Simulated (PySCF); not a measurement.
**A search over the determinants of SiCl⁺**

Unrestricted PBE0; PySCF, no relativity, basis sets Si STO-3G, Cl STO-3G. Outer shells of the fragments: Si+ 3s2 3p1; Cl 3s2 3p5.

Followed along the bond (rough minima from three points):

| 2Ms+1 | unpaired | ⟨S²⟩ at the start | R at minimum (Å) | Te (eV) |
| --- | --- | --- | --- | --- |
| 1 | none | 0.00 | 2.03 | 0.00 |
| 3 | σ ↑, π ↑ | 2.01 | 2.10 | 4.00 |

Solutions found at the starting distance of 2.185 Å, counted from the lowest of them; the search is not exhaustive and high or unbound solutions are not listed, so other states can lie among these:

| 2Ms+1 | unpaired | term | E (eV) | ⟨S²⟩ | ⟨Lz²⟩ | μ (D) |
| --- | --- | --- | --- | --- | --- | --- |
| 1 | none | ¹Σ⁺ | 0.00 | 0.00 | 0.00 | -5.92 |
| 3 | σ ↑, π ↑ | ³Π | 3.79 | 2.01 | 1.00 | -5.52 |
| 3 | π ↑↑ | mixed | 4.47 | 2.00 | 2.00 | -2.11 |
| 3 | π ↑↑ | mixed | 4.60 | 2.00 | 2.00 | -2.18 |
| 1 | π ↑↓ | mixed | 4.61 | 1.00 | 2.00 | -2.19 |
| 3 | σ ↑↑ | ³Σ⁺ | 7.40 | 2.00 | 0.00 | -5.48 |
| 3 | σ ↑, π ↑ | ³Π | 7.71 | 2.00 | 1.00 | -2.93 |

A term symbol is given only where ⟨S²⟩ and ⟨Lz²⟩ are close to those of a pure state; real π, δ and φ orbitals otherwise mix terms. A positive dipole points towards Cl; it is taken about the centre of mass and depends on that origin.

Problem. Compare the gap between the two lowest followed solutions at the starting distance with the gap between their minima.

Solution. At PBE0 the second solution (triplet, unpaired electrons σ ↑, π ↑) lies +3.79 eV from the first (singlet, closed shell) at 2.185 Å and +4.00 eV at the minima; the two curves relax by different amounts, since their minima lie near 2.10 and 2.03 Å.

Counting both spins, an empty level lies below a filled one in some of these solutions, because spin and occupation are held. STO-3G is very small, so such numbers show the basis as much as the molecule.
